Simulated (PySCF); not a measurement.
**How methods differ on the ionisation energy of He**

He 1s2 (1S) → He⁺ 1s1 (2S), as a difference of total energies. All numbers are calculated (PySCF 2.14, the spin-free X2C one-electron Hamiltonian (Gaussian nucleus), in aug-cc-pVTZ-DK (4s3p2d, 23 functions)). Correlated levels: valence: nothing frozen. The calculations carry no spin-orbit coupling.

```json
{"method": "UHF", "ionisation energy (eV)": "23.463", "error (eV)": "-1.124"}
{"method": "LDA", "ionisation energy (eV)": "24.308", "error (eV)": "-0.279"}
{"method": "PBE", "ionisation energy (eV)": "24.472", "error (eV)": "-0.115"}
{"method": "PBE0", "ionisation energy (eV)": "24.456", "error (eV)": "-0.131"}
{"method": "r2SCAN", "ionisation energy (eV)": "24.629", "error (eV)": "+0.042"}
{"method": "revPBE", "ionisation energy (eV)": "24.635", "error (eV)": "+0.048"}
{"method": "r2SCAN0", "ionisation energy (eV)": "24.593", "error (eV)": "+0.006"}
{"method": "wB97X", "ionisation energy (eV)": "24.664", "error (eV)": "+0.077"}
{"method": "BHandHLYP", "ionisation energy (eV)": "24.726", "error (eV)": "+0.139"}
{"method": "MP2 (valence)", "ionisation energy (eV)": "24.378", "error (eV)": "-0.209"}
{"method": "SCS-MP2 (valence)", "ionisation energy (eV)": "24.561", "error (eV)": "-0.026"}
```

Reference: 24.587 eV (measured; NIST Atomic Spectra Database, ionization energies).

Errors of the correlated levels include the incompleteness of this basis.
